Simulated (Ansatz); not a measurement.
# PF3 (phosphorus trifluoride) at 6 levels

Wanted: a comparison of 6 runs (UHF/STO-3G, HSE06/STO-3G, SVWN5/STO-3G, UB3LYP/STO-3G, revPBE/STO-3G, CCSDTQ/STO-3G) of PF3 (phosphorus trifluoride). 

Program for the calculation: Ansatz 0.2.0.

50 further runs of the same task are left out: 10 that didn't finish, 40 set aside as unsound or not needed.

**1. Starting point**

The species is PF3 (4 atoms), meant as a singlet with charge 0. As SMILES, `FP(F)F`. The F3–P2 distance was set to 2.358 Å, away from the relaxed value. At this shape a bond of the SMILES string is far longer than usual.

Bond lengths: F1–P2 1.572 Å, P2–F4 1.572 Å. Angles: F1–P2–F4 97.6°. A long bond or contact: P2–F3 2.358 Å.

**2. A single-point energy at UHF/STO-3G (run 1)**

Input file in.yaml:

```yaml
crystal:
  periodic: [false, false, false]
  atoms:
    - symbol: F
      position_ang: [1.216622, -0.157621, 1.339126]
    - symbol: P
      position_ang: [0.084722, 0.820179, 0.856926]
    - symbol: F
      position_ang: [-1.061900, -0.696500, -0.536900]
    - symbol: F
      position_ang: [0.907222, 1.550779, -0.265374]
basis:
  gaussian:
    orbitals: STO-3G
hamiltonian:
  xc: hf
accuracy: high
magnetization:
  spin_polarized: true
  initial_magnetization: 0
```

Launch:

```console
$ ansatz run in.yaml --threads 1 --pin off --max-ram 2610MiB --events-out events.jsonl --progress --plain --runs-dir runs
```

The program printed:

```text
Warning: RAYON_NUM_THREADS=1 ignored (pool sized by the plan → 1); use --threads N
Functional definition: HF
  name "HF"
  exchange = exact_x
  correlation = 0
441 factors; integrals over basis functions are off by at most 2.4e-8 eV
mean field evaluation 1: about -17158.6716 eV, gradient 2.0e1 eV
mean field evaluation 2: about -17158.7586 eV, gradient 2.0e1 eV
mean field evaluation 4: about -17166.3047 eV, gradient 2.4e0 eV
mean field evaluation 8: about -17166.3990 eV, gradient 1.4e-3 eV
mean field evaluation 16: about -17169.0283 eV, gradient 1.9e-8 eV
mean field evaluation 32: about -17168.7739 eV, gradient 6.5e-1 eV
mean field evaluation 64: about -17168.5977 eV, gradient 6.6e-1 eV
mean field evaluation 96: about -17169.0160 eV, gradient 8.4e-1 eV
mean field -17169.02828127 eV, -630.9501517514 hartree, gradient 1.9e-8 eV, S^2 0.885640; 5 other end points of the search recorded, 0 dependent functions left out
reference -17169.02828127 eV, -630.9501517514 hartree; 21, 21 occupied and 3, 3 virtual orbitals, 441 factors
Total energy: -17169.02828127 eV, -630.9501517514 hartree
```

Wall time 0.74 s (1 thread of Arm Neoverse V1, shared host).

**3. The energy at HSE06/STO-3G (run 2)**

Input file molecule.yaml:

```yaml
crystal:
  periodic: [false, false, false]
  atoms:
    - {symbol: F, position_ang: [1.216622, -0.157621, 1.339126]}
    - {symbol: P, position_ang: [0.084722, 0.820179, 0.856926]}
    - {symbol: F, position_ang: [-1.061900, -0.696500, -0.536900]}
    - {symbol: F, position_ang: [0.907222, 1.550779, -0.265374]}
basis:
  gaussian:
    orbitals: STO-3G
hamiltonian:
  xc: hse06
accuracy: high
```

Launch:

```console
$ ansatz run molecule.yaml --threads 1 --pin off --max-ram 2610MiB --events-out events.jsonl --progress --plain --runs-dir runs
```

The program printed:

```text
Warning: RAYON_NUM_THREADS=1 ignored (pool sized by the plan → 1); use --threads N
Functional definition: HSE06
  name "HSE06"
  parameter a = 0.25
  parameter omega = 0.11/bohr
  exchange = pbe_x - a*pbe_x_sr(omega) + a*exact_x_sr(omega)
  correlation = pbe_c
441 factors; integrals over basis functions are off by at most 2.4e-8 eV
52 factors; integrals over basis functions are off by at most 1.2e-9 eV
mean field evaluation 1: about -17194.5338 eV, gradient 2.9e1 eV
mean field evaluation 2: about -16860.0680 eV, gradient 1.1e2 eV
mean field evaluation 4: about -17198.7104 eV, gradient 2.0e1 eV
mean field evaluation 8: about -17198.7212 eV, gradient 2.0e1 eV
mean field evaluation 16: about -17202.1224 eV, gradient 7.9e-7 eV
mean field -17202.12237128 eV, -632.1663371272 hartree, gradient 2.0e-8 eV, S^2 0.000000; 0 other end points of the search recorded, 0 dependent functions left out
reference -17202.12237227 eV, -632.1663371635 hartree; 21, 21 occupied and 3, 3 virtual orbitals, 441 factors
Total energy: -17202.12237227 eV, -632.1663371635 hartree
```

Wall time 1.9 s (1 thread of Arm Neoverse V1, shared host); peak memory 0.099 GiB.

**4. The energy at SVWN5/STO-3G (run 3)**

Input file in.yaml:

```yaml
crystal:
  periodic: [false, false, false]
  atoms:
    - {symbol: F, position_ang: [1.216622, -0.157621, 1.339126]}
    - {symbol: P, position_ang: [0.084722, 0.820179, 0.856926]}
    - {symbol: F, position_ang: [-1.061900, -0.696500, -0.536900]}
    - {symbol: F, position_ang: [0.907222, 1.550779, -0.265374]}
basis:
  gaussian:
    orbitals: STO-3G
hamiltonian:
  xc: {name: SVWN5}
accuracy: high
```

Launch:

```console
$ ansatz run in.yaml --threads 1 --pin off --max-ram 2610MiB --events-out events.jsonl --progress --plain --runs-dir runs
```

The program printed:

```text
Warning: RAYON_NUM_THREADS=1 ignored (pool sized by the plan → 1); use --threads N
Functional definition: SVWN5
  name "SVWN5"
  exchange = slater_x
  correlation = vwn5_c
441 factors; integrals over basis functions are off by at most 2.4e-8 eV
mean field evaluation 1: about -17117.7643 eV, gradient 2.9e1 eV
mean field evaluation 2: about -16775.1021 eV, gradient 8.0e1 eV
mean field evaluation 4: about -17115.1140 eV, gradient 2.3e1 eV
mean field evaluation 8: about -17124.5856 eV, gradient 1.0e-1 eV
mean field evaluation 16: about -17102.0666 eV, gradient 1.0e1 eV
mean field -17124.58562888 eV, -629.3169144004 hartree, gradient 8.2e-9 eV, S^2 0.000000; 0 other end points of the search recorded, 0 dependent functions left out
reference -17124.58562983 eV, -629.3169144354 hartree; 21, 21 occupied and 3, 3 virtual orbitals, 441 factors
Total energy: -17124.58562983 eV, -629.3169144354 hartree
```

Wall time 0.91 s (1 thread of Arm Neoverse V1, shared host); peak memory 0.094 GiB.

Runs 4 to 5 aren't shown in full; the table further down has their settings and results.

**5. A single-point energy at CCSDTQ/STO-3G (run 6)**

Input file job.yaml:

```yaml
crystal:
  periodic: [false, false, false]
  atoms:
    - {symbol: F, position_ang: [1.216622, -0.157621, 1.339126]}
    - {symbol: P, position_ang: [0.084722, 0.820179, 0.856926]}
    - {symbol: F, position_ang: [-1.061900, -0.696500, -0.536900]}
    - {symbol: F, position_ang: [0.907222, 1.550779, -0.265374]}
basis:
  gaussian:
    orbitals: STO-3G
correlation:
  method: ccsdtq
  frozen_orbitals: {F: 1, P: 5}
scf:
  omitted_lower_state_checks: [cluster_reference, increment]
accuracy: high
```

Launch:

```console
$ ansatz run job.yaml --threads 1 --pin off --max-ram 2610MiB --events-out events.jsonl --progress --plain --runs-dir runs
```

The program printed:

```text
Warning: RAYON_NUM_THREADS=1 ignored (pool sized by the plan → 1); use --threads N
[... 12 lines left out ...]
8 core orbitals not correlated: weight in the atoms' cores, before any rotation towards them, 1.000 or more for the frozen orbitals, at most 0.000 for the correlated occupied ones
[... 49 lines left out ...]
WARN: these amplitudes may be one of several solutions (largest doubles amplitude 0.50, level shift 6.14 eV)
Total energy: -17171.72281045 eV, -631.0491738722 hartree
Checks for a lower state left out: cluster_reference, increment
```

Wall time 29 s (1 thread of Arm Neoverse V1, shared host); peak memory 0.3 GiB.

**6. All runs side by side**

```
run          level  frozen core orbitals  energy (Eh)  wall time
  1     UHF/STO-3G                     –  -630.950152     0.74 s
  2   HSE06/STO-3G                     –  -632.166337      1.9 s
  3   SVWN5/STO-3G                     –  -629.316914     0.91 s
  4  UB3LYP/STO-3G                     –  -632.524441      5.4 s
  5  revPBE/STO-3G                     –  -632.414937      1.4 s
  6  CCSDTQ/STO-3G                     8  -631.049174       29 s
```

**7. Outcome**

| quantity | value |
| --- | --- |
| run 6: total energy | -631.04917 Eh |
| run 6: correlation energy (8 core orbitals frozen) | -195.6 mEh |
| run 6: T1 diagnostic | 0.024 |

In words: Totals of different functionals can't be ranked against each other. In run 6 the log says that unrestricted orbitals would lower the reference, so the values rest on an unstable closed-shell determinant (other closed-shell runs at this shape may share the fault). In runs 1, 2, 3, 4, 5, 6 the basis is minimal, so the values are rough. Spin contamination of the reference: run 1 ⟨S²⟩ = 0.89, run 4 ⟨S²⟩ = 0.34. Where it is this large, the reference is a mixture of spin states, and values that rest on it are in doubt. All runs together took 39 s, the longest 29 s.
